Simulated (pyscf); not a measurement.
Optimised with ωB97X-D3(BJ)/def2-SVP in PySCF.

Q: PBE/def2-TZVP puts the barrier of `[ClH]` + `[OH][Zr]([Cl])([Cl])[Cl]` -> `[Cl][Zr]([Cl])([Cl])[Cl]` + `[OH2]` (four-centre exchange; singlet surface; Cl–H, O–Zr broken, Cl–Zr, H–O formed) at 0.3 kcal/mol and the reaction energy at -4.3 kcal/mol, from the separated reactants. What do r²SCAN/def2-TZVP, B3LYP-D3(BJ)/def2-TZVP, ωB97M-D3(BJ)/def2-TZVP give on the same structures?

A: r²SCAN: ΔE‡ = -1.0 kcal/mol, ΔE = -4.2 kcal/mol; B3LYP-D3(BJ): ΔE‡ = 0.6 kcal/mol, ΔE = -4.3 kcal/mol; ωB97M-D3(BJ): ΔE‡ = 2.5 kcal/mol, ΔE = -2.7 kcal/mol. PBE's barrier lies among them. Its reaction energy matches one of them and lies within 1.6 kcal/mol of the others. On the reactant side the descent ends in an adduct with a Cl–Zr contact, 5.6 kcal/mol under the separated species and 3.6 kcal/mol under the saddle at ωB97X-D3(BJ)/def2-TZVP. On the product side the descent ends in an adduct with a O–Zr contact (not fully relaxed), 18.9 kcal/mol under the separated species and 23.1 kcal/mol under the saddle at ωB97X-D3(BJ)/def2-TZVP. At r²SCAN the saddle lies under the separated reactants, which points to a path from their complex (located at ωB97X-D3(BJ) alone). What is counted as formed (Cl–Zr) is already present as a longer contact in the reactant adduct; forming that adduct is a step of its own. What is counted as broken (O–Zr) persists as a longer contact in the product adduct; parting that adduct is a step of its own. At ωB97X-D3(BJ)/def2-TZVP the barrier from the zero used here is -1.9 kcal/mol. This is the saddle that the search found; another between the same sides may lie lower. Elements past Kr carry the def2 core potentials, without spin-orbit coupling.
